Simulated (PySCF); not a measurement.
## C3H7Cl: calculation and literature

Geometry (Å), atoms numbered from 1 in this order:
```xyz
11

C    -1.210   -0.061    0.563
C    -0.060   -0.487   -0.336
C     1.112    0.457   -0.208
Cl    2.473   -0.028   -1.255
H    -0.907   -0.038    1.613
H    -2.050   -0.752    0.475
H    -1.572    0.937    0.300
H     0.268   -1.499   -0.080
H    -0.383   -0.516   -1.380
H     1.497    0.480    0.812
H     0.841    1.472   -0.500
```

[PySCF 2.14: geometry from PBE0-D3(BJ)/def2-TZVP; KT3/pcSseg-2 with gauge-including orbitals; relativity neglected; equivalent nuclei averaged; a single conformation; gas phase]

Reference values: measured (solution, not stated per compound (mostly CDCl3 or CCl4); Pretsch, Buehlmann, Badertscher, Structure Determination of Organic Compounds, 4th ed. (2009)).
```csv
atoms,quantity,reference,computed,"computed, scaled"
C3,δ $^{13}$C,46.8,53.1,44.5
C2,δ $^{13}$C,26.3,34.2,31.4
C1,δ $^{13}$C,11.6,15.1,11.5
H10/H11,δ $^{1}$H,3.47,3.45,3.40
H8/H9,δ $^{1}$H,1.81,1.81,1.80
H5/H6/H7,δ $^{1}$H,1.06,0.96,0.98
```

Computed shifts are σ(ref) − σ with the named reference compound (TMS for H and C) calculated as an isolated molecule at the same level. The measured values may be among those fitted. Scaled to experiment by linear calibration (H and C: mostly CDCl3 data, vs TMS): $^{13}$C (scatter 3.0 ppm rms, 3.0 ppm with the 1 outlier that the fit left out, with a fitted term for attached Cl); $^{1}$H (scatter 0.14 ppm rms, 0.16 ppm with the 4 outliers that the fit left out). Occasional misses reach two or three times the rms, and more in compound classes unlike the fitted ones.

(1) How far are the unscaled $^{13}$C shifts from the references?

(2) How far are the unscaled $^{1}$H shifts from the references?

Answers

(1) Mean signed difference +5.90 ppm, mean absolute 5.90 ppm over 3 comparisons; the largest is +7.9 ppm at C2 (sp3 CH2).

(2) Mean signed difference -0.04 ppm, mean absolute 0.04 ppm over 3 comparisons; the largest is -0.10 ppm at H5/H6/H7 (hydrogen on a methyl carbon).

Carbons that carry Cl, above all several Cl atoms, come out too deshielded, partly because spin–orbit coupling is missing.
